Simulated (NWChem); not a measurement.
What each level costs for NO (+1)

```xyz
2

N      0.0000     0.0000     0.5653
O      0.0000     0.0000    -0.4946
```
Charge +1, spin multiplicity 1.

The numbers come from NWChem runs, not from measurements. All single points use one geometry, from PBE0/def2-SVP, a minimum by its harmonic frequencies.

Basis set: cc-pVQZ (110 functions). Each entry is one whole single-point run; the coupled-cluster runs use the TCE module, and the SCF and DFT modules converge to different thresholds.

The correlated methods keep 2 core orbitals frozen. B3LYP has NWChem's definition, with VWN1-RPA local correlation. The structure started from a generated list of species.

Roughly how much processor time does each of these take, relative to RHF: MP2, RI-MP2, B2PLYP, PBE, B3LYP, M06-2X, CR-CCSD(T)?

B3LYP about the same, within a factor of 3; M06-2X about the same, within a factor of 3; RI-MP2 about the same, within a factor of 3; PBE about the same, within a factor of 3; MP2 about the same, within a factor of 3; B2PLYP about the same, within a factor of 3; CR-CCSD(T) about 20 (rough ratios from shared machines).
